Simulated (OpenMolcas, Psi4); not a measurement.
# OpenMolcas → Psi4

OpenMolcas 26.06 runs this on triplet CF2:

test.inp:
```
* CF2 Kohn-Sham DFT
>>> EXPORT MOLCAS_PRINT=2
&gateway
baslib=$CurrDir
coord
3
angstrom
F        0.316310       0.971410       0.281600
C        0.382340      -0.318520       0.175150
F       -0.698640      -0.652890      -0.456750
basis=def2-TZVPP
group=NoSym
&seward
gridinput
Grid=UltraFine
End of Grid
&scf
uhf
spin=3
ksdft=2
1.0 MGGA_X_TPSS
1.0 MGGA_C_TPSS
thresholds=1e-10 1e-07 1e-07 1e-05
prorbitals=1 1
```

```bash
$ export MOLCAS_MEM=1860
$ pymolcas test.inp > test.log
```

(Basis files named in the input come from the Basis Set Exchange and aren't shown.)

Geometry: relaxed at PBE0-D4/def2-TZVP. That shape belongs to the parent species and isn't relaxed for this state.

It gives a total energy of -237.734458 Eh.

Task: How is this level of theory, on these atoms, set up in Psi4 1.11 as a QCSchema file, asking for the gradient?

Result: This input was run:

cf2.json:
```json
{
  "schema_name": "qcschema_input",
  "schema_version": 1,
  "molecule": {
    "schema_name": "qcschema_molecule",
    "schema_version": 2,
    "symbols": ["F", "C", "F"],
    "geometry": [0.59773927, 1.83569885, 0.53214688, 0.72251789, -0.60191557, 0.33098553, -1.32023826, -1.23378329, -0.86313241],
    "molecular_charge": 0,
    "molecular_multiplicity": 3,
    "fix_symmetry": "c1"
  },
  "driver": "gradient",
  "model": {
    "method": "tpss",
    "basis": "def2-TZVPP"
  },
  "keywords": {
    "reference": "uks",
    "puream": true,
    "e_convergence": 1e-09,
    "d_convergence": 1e-08,
    "scf_type": "pk",
    "dft_radial_points": 99,
    "dft_spherical_points": 590,
    "maxiter": 100,
    "scf_properties": ["MULLIKEN_CHARGES", "QUADRUPOLE", "DIPOLE"]
  }
}
```

```bash
$ psi4 --qcschema cf2.json -n 1 --memory 2200MB
```

Its energy is -237.734460 Eh, 0.002 mEh from the first.
